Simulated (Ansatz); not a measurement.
System: hcp Tl. Method: PBE-D3(BJ) in Ansatz (plane waves, PAW).

Settings: plane-wave cutoff 520 eV, 18×18×10 k mesh (along the axes of the cell as run), Fermi–Dirac smearing 0.05 eV, scalar-relativistic PAW data made under PBE.

The cell is scaled about its equilibrium volume:

Shape and atoms are relaxed at each volume.

| V (Å³/atom) | P (GPa) | c (Å) | a (Å) |
|---|---|---|---|
| 28.415 | 1.46 | 5.506 | 3.452 |
| 29.007 | 0.69 | 5.535 | 3.479 |
| 29.599 | 0.00 | 5.564 | 3.505 |
| 30.191 | -0.60 | 5.591 | 3.531 |
| 30.783 | -1.12 | 5.618 | 3.557 |

Note: the bulk modulus comes from volumes at which shape and atoms were relaxed.

Ansatz is a quantum-chemistry and plane-wave program.
